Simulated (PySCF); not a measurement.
An unknown shows these calculated signals:

¹H NMR (400 MHz, computed): δ 6.40 (m, 1H), 5.44 (m, 1H), 5.35 (m, 1H), 4.18 (d, 2H), 3.55 (q, 2H), 1.30 (t, 3H).

¹³C{¹H} NMR (computed): δ 147.1 (CH), 120.1 (CH2), 79.0 (CH2), 71.0 (CH2), 18.1 (CH3).

How the numbers were obtained: coordinates at the GFN2-xTB level, NMR shieldings at PBE0/pcSseg-1/GIAO, in PySCF 2.14 (single conformer, isolated molecule, averaged over atoms made equivalent by symmetry, fast rotation or ring inversion, no relativistic terms).

Scale: TMS for ¹H, ¹³C (reference shieldings calculated alike).

Which of these does the molecule contain: a three-membered ring, a heteroaromatic ring, a vinyl group CH=CH2, a CH3CH2 unit, an ester, a non-aromatic C=C double bond?

## Answers


- A three-membered ring: no.
- A heteroaromatic ring: no.
- A vinyl group CH=CH2: yes (δC 120.1, 147.1; δH 5.44 (m), 5.35 (m), 6.40 (m)).
- A CH3CH2 unit: yes (δC 18.1, 71.0; δH 1.30 (t), 3.55 (q)).
- An ester: no.
- A non-aromatic C=C double bond: yes.

The data belong to SMILES C=CCOCC, C5H10O; they needn't prove each group on their own.

Carbon signals by region: 2 in the sp2 and nitrile region (100–160 ppm), 2 at 50–100 ppm, 1 below 50 ppm.

Shifts are as computed. Against solution values, carbons near 30 ppm lie about +3 ppm off and those near 130 ppm about +5 ppm. Of 1211 compounds with measured shifts, 218 miss one by over three times the rms of a fit or turn the order of signals round; such compounds aren't used in these exercises. Multiplicities follow the n + 1 count of equivalent neighbours, as no J values were calculated; m marks all less simple cases, F and P coupling included.
